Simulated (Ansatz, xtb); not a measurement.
**Relaxing a trial structure of BH6NSi**

The starting geometry of this gas-phase singlet has its atoms placed at random.

| atom | x (Å) | y (Å) | z (Å) |
| --- | --- | --- | --- |
| B | 0.8625 | -0.3088 | 1.6723 |
| N | 1.1234 | -0.4439 | -0.3738 |
| Si | -1.4789 | 0.5350 | 1.9036 |
| H | -1.5691 | 0.6634 | 0.3519 |
| H | -1.2371 | 2.0325 | 0.5910 |
| H | 0.0426 | -1.1956 | 1.9350 |
| H | 0.9804 | -1.3339 | 1.1869 |
| H | 1.4957 | 0.1400 | 0.5192 |
| H | -0.1388 | 1.0551 | 0.7470 |

Problem. One run relaxed it with r2SCAN-D4/def2-SVP. What is a likely outcome?

Solution. It ends as a structure with H4 bridging B1 and Si3, H9 bridging B1 and Si3, given below by its coordinates. Distances that change by over a tenth: B1–Si3 (2.50 → 2.23 Å), N2–H8 (1.13 → 1.01 Å). Contacts that open: B1–H7 (1.14 → 2.12 Å), B1–H8 (1.39 → 2.15 Å). Contacts that close: B1–N2 (2.07 → 1.41 Å), B1–H4 (2.93 → 1.42 Å), B1–H9 (1.93 → 1.42 Å), N2–H7 (1.80 → 1.01 Å), Si3–H5 (2.01 → 1.53 Å), Si3–H9 (1.84 → 1.62 Å).

The energy falls by 14.68 eV over 19 steps:

| step | E − E(last) (eV) |
| --- | --- |
| 1 | 14.679 |
| 3 | 8.992 |
| 5 | 4.032 |
| 7 | 1.712 |
| 9 | 0.634 |
| 11 | 0.387 |
| 13 | 0.157 |
| 15 | 0.027 |
| 17 | 0.004 |
| 19 | 0.000 |

Final geometry (Å):

```xyz
9

B    -0.0664   -0.3631    1.2876
N     1.0612   -0.3896    0.4397
Si   -1.5026    1.3417    1.4082
H    -1.3123   -0.0855    0.6754
H    -0.6232    2.0146    0.3479
H    -0.2921   -1.3107    2.0041
H     1.6869   -1.1843    0.4143
H     1.3167    0.3630   -0.1876
H    -0.1874    0.7576    2.1433
```

From the same start GFN2-xTB ends elsewhere, at `[BH2-]1[NH2+][SiH2]1`.

From so rough a start the end depends on the optimiser's path, so another program may land elsewhere. The end wasn't checked by frequencies. Run with Ansatz 0.2.0, 92 s on 1 thread of Intel(R) Xeon(R) Processor @ 2.50GHz (Skylake/Cascade Lake), with other jobs on the host.
